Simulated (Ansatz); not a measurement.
# BH4: the cost of one run

The runs use Ansatz 0.2.0, Gaussian basis; def2-QZVPP, all electrons in the functionals, frozen cores in the correlation of double hybrids and RPA.

Plan: wB97M-V, B2PLYP, at charge 1, triplet; charge 0, doublet; charge 0, quartet; charge 1, singlet; charge 1, quintet.

2 further runs of the same task are left out: 2 set aside as unsound or not needed.

## 1. The system

The geometry is a PBE0/def2-TZVP stationary point (not a proven minimum).

5 atoms, charge 1, spin multiplicity 3.

Atoms are counted from 1 here; the program's logs count them from 0.

Bond lengths: B1–H2 1.256 Å, B1–H3 1.256 Å, B1–H4 1.256 Å, B1–H5 1.256 Å. Angles: H2–B1–H3 65.3°, H2–B1–H4 135.2°, H2–B1–H5 135.2°, H3–B1–H4 135.2°, H3–B1–H5 135.2°, H4–B1–H5 65.3°.

No dispersion term is added; wB97M-V holds VV10 nonlocal correlation.

The geometry shown and the zero of energy belong to the point charge 1, triplet. The yardstick, UCCSD(T), and other wave-function levels (R restricted, U unrestricted, valence and pair active spaces) come from earlier runs.

## 2. wB97M-V, charge 1, triplet

in.yaml

```yaml
crystal:
  periodic: [false, false, false]
  atoms:
    - {symbol: B, position_ang: [0.000000, 0.000000, 0.000000]}
    - {symbol: H, position_ang: [0.472475, 0.486295, 1.057304]}
    - {symbol: H, position_ang: [-0.485791, -0.470884, 1.058245]}
    - {symbol: H, position_ang: [-0.471913, 0.471402, -1.064277]}
    - {symbol: H, position_ang: [0.485229, -0.486813, -1.051272]}
basis:
  gaussian: {orbitals: "def2-QZVPP.json"}
total_charge: 1
magnetization: {spin_polarized: true, initial_magnetization: 2}
hamiltonian: {xc: {name: wB97M-V}}
output: {orbitals: {seedname: orbitals}}
```

Launch:

```sh
ansatz run in.yaml --threads 1 --pin off --events-out ev --progress --plain --max-ram 2393MiB
```

**Question.** How long does this run take on 1 thread of Arm Neoverse V1, shared host, and how much memory does it need?

About 7.5 s, with a peak of 0.29 GiB.
